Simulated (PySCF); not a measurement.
Phosphonic acid, H₃O₃P.
Geometry (GFN2-xTB, Å), atoms numbered from 1 in this order:
```
atom  x, y, z in Å
O1    -0.2044    0.6176    1.3994
P2     0.0009    0.3424   -0.0216
O3     1.3314   -0.4793   -0.3255
O4    -1.1736   -0.5119   -0.6781
H5     0.1141    1.3908   -0.9009
H6     1.7678   -0.6684    0.5053
H7    -1.8328   -0.6862   -0.0058
```

A PySCF run (density fitting, gas phase, GFN2-xTB geometry) gave HOMO -11.31 eV, LUMO 3.18 eV, dipole 0.75 D.

**Question.** Which of these levels was it?
A. PBE0/aug-cc-pVDZ
B. wB97X/pcSseg-1
C. PBE0/def2-SVPD
D. wB97X-D/def2-TZVPP
E. PBE0/pcSseg-1

**Answer.** B. It is wB97X/pcSseg-1. All candidates on this geometry:

| level and settings | kind | basis functions | SCF cycles | E (Eh) | HOMO (eV) | LUMO (eV) | dipole (D) |
| --- | --- | --- | --- | --- | --- | --- | --- |
| PBE0/aug-cc-pVDZ, fitting basis def2-universal-jkfit | global hybrid | 123 | 10 | -568.5551 | -8.92 | -0.25 | 0.99 |
| PBE0/def2-SVPD | global hybrid | 117 | 13 | -568.2708 | -9.05 | 0.26 | 0.98 |
| PBE0/pcSseg-1 | global hybrid | 90 | 13 | -568.4911 | -8.82 | 0.97 | 0.75 |
| wB97X-D/def2-TZVPP | range-separated hybrid | 177 | 14 | -568.9676 | -10.84 | 2.61 | 0.99 |
| wB97X/pcSseg-1, start guess atom | range-separated hybrid | 90 | 10 | -568.7981 | -11.31 | 3.18 | 0.75 |

The nearest other candidate, by the summed differences of HOMO and LUMO, is wB97X-D/def2-TZVPP: its HOMO differs by +0.47 eV and its LUMO by -0.57 eV. wB97X-D ran without the empirical dispersion term, which would shift the total energy alone. Cycle counts include a coarse-grid stage where the run had one.
